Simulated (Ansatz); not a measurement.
# C3H4F2: harmonic frequencies at the relaxed geometry from a Python script

A script is to give harmonic frequencies at the relaxed geometry; the system is C3H4F2.

Computed with the Python package of Ansatz 0.2.0. Level of theory: PBE0/cc-pVDZ.

**1. The structure**

Bond lengths: F1–C2 1.433 Å, C2–F3 1.382 Å, C2–C4 1.467 Å, C2–C5 1.468 Å, C4–C5 1.556 Å, C4–H6 1.055 Å, C4–H7 1.090 Å, C5–H8 1.038 Å, C5–H9 1.141 Å. Angles (14 of 18 angles, heavy atoms first): F1–C2–F3 107.7°, F1–C2–C4 119.4°, F1–C2–C5 121.7°, F3–C2–C4 120.0°, F3–C2–C5 118.8°, C4–C2–C5 64.0°, C2–C4–C5 58.0°, C2–C5–C4 58.0°, C2–C4–H6 122.1°, C2–C4–H7 116.9°, C5–C4–H6 118.1°, C5–C4–H7 113.9°, C2–C5–H8 117.5°, C2–C5–H9 116.9°.

No structure file is read: the coordinates are typed or built in the script.

**2. Script**

Input file freq_c3h4f2.py:

```python
'''Vibrations of C3H4F2.'''

import ansatz
from ase import Atoms
import numpy as np


def main() -> None:
    atoms = Atoms(['F', 'C', 'F', 'C', 'C', 'H', 'H', 'H', 'H'], positions=[
        (1.7259, -0.8742, 0.534),
        (0.5589, -0.5134, -0.2162),
        (0.5842, -1.2244, -1.4012),
        (0.0963, 0.879, -0.2053),
        (-0.7332, -0.2707, 0.4364),
        (0.5179, 1.6042, 0.434),
        (-0.3279, 1.2641, -1.1323),
        (-1.5859, -0.6187, -0.0434),
        (-0.7477, -0.2923, 1.5769),
    ])
    c3h4f2 = ansatz.Crystal.molecule_from_ase(atoms)

    setup = c3h4f2.calculation()
    setup = setup.basis(gaussian='cc-pVDZ').functional('PBE0')
    symbols = [site.symbol for site in c3h4f2.cartesian_sites]
    start = np.array([site.position_ang for site in c3h4f2.cartesian_sites], dtype=float)
    rep = setup.relax(force_tolerance=0.003).run().report
    end = np.array(rep['positions_ang'])

    print('final positions (A) and the move of each atom')
    for symbol, xyz, old in zip(symbols, end, start):
        print(f'{symbol:2s} {xyz[0]:10.5f} {xyz[1]:10.5f} {xyz[2]:10.5f}   {np.linalg.norm(xyz - old):7.4f}')

    # same settings at the minimum
    minimum = ansatz.Crystal.molecule()
    for symbol, xyz in zip(symbols, end):
        minimum = minimum.atom(symbol, xyz.tolist())
    vibrating = (
        minimum.calculation()
        .basis(gaussian='cc-pVDZ')  # atom-centred Gaussian functions
        .functional('PBE0')  # exchange and correlation
        .phonons(temperatures=(298.15, 498.15, 100))
    )
    vib = vibrating.run().report['vibrations']
    sums = vib['harmonic_sums']
    modes = [m['omega_inv_cm'] for m in sums['modes_at_gamma'] if m['rigid_motion'] == 'no']
    for number, w in enumerate(modes, start=1):
        print(f'mode {number:2d} {w:9.1f} 1/cm {w / 8065.544 * 1000:8.2f} meV')
    print('imaginary modes:', sum(w < 0 for w in modes), ' zero-point energy:', round(sums['zero_point_energy_ev'], 4), 'eV')
    print('T (K)   F_vib (eV)   S_vib (meV/K)   C_vib (meV/K)')
    for row in zip(sums['temperatures_k'], sums['vibrational_free_energy_ev'], vib['entropy_ev_per_k'], vib['heat_capacity_ev_per_k']):
        print(f'{row[0]:6.1f} {row[1]:11.4f} {1000 * row[2]:13.4f} {1000 * row[3]:15.4f}')


if __name__ == '__main__':
    main()
```

**3. The input behind the calls**

The package turns the script's settings into the engine's input (first run):

```yaml
crystal:
  periodic: [false, false, false]
  atoms:
    - { symbol: F, position_ang: [1.7259, -0.8742, 0.534] }
    - { symbol: C, position_ang: [0.5589, -0.5134, -0.2162] }
    - { symbol: F, position_ang: [0.5842, -1.2244, -1.4012] }
    - { symbol: C, position_ang: [0.0963, 0.879, -0.2053] }
    - { symbol: C, position_ang: [-0.7332, -0.2707, 0.4364] }
    - { symbol: H, position_ang: [0.5179, 1.6042, 0.434] }
    - { symbol: H, position_ang: [-0.3279, 1.2641, -1.1323] }
    - { symbol: H, position_ang: [-1.5859, -0.6187, -0.0434] }
    - { symbol: H, position_ang: [-0.7477, -0.2923, 1.5769] }
basis:
  gaussian:
    orbitals: cc-pVDZ
hamiltonian:
  xc: pbe0
relax:
  f_tol: 0.003
```

**4. Running it**

Started as:

```sh
$ python freq_c3h4f2.py
```

Q: Predict the main results. Wanted: moves of the relaxation of run 1; energy gained in run 1; last largest force component of run 1; highest frequency; imaginary modes; zero-point energy.

The runs gave:

```
                             quantity        value
                        runs compared            2
     moves of the relaxation of run 1            5
               energy gained in run 1     0.306 eV
last largest force component of run 1  0.0010 eV/Å
                    highest frequency    3277 cm⁻¹
                      imaginary modes            0
                    zero-point energy     1.787 eV
```

What this shows: In CPU time, run 2 (phonons) cost about 4.8 times as much as run 1 (relaxation). Run 1: After 5 moves the largest shift is 0.082 Å, of atom 1 (F). All frequencies are real, so the geometry is a minimum. The values are harmonic; measured fundamentals also hold anharmonic shifts, mostly downward for stretches. The frequencies are harmonic and unscaled, in a modest basis. The result belongs to the one conformer reached from this start, and soft torsions count as harmonic oscillators.
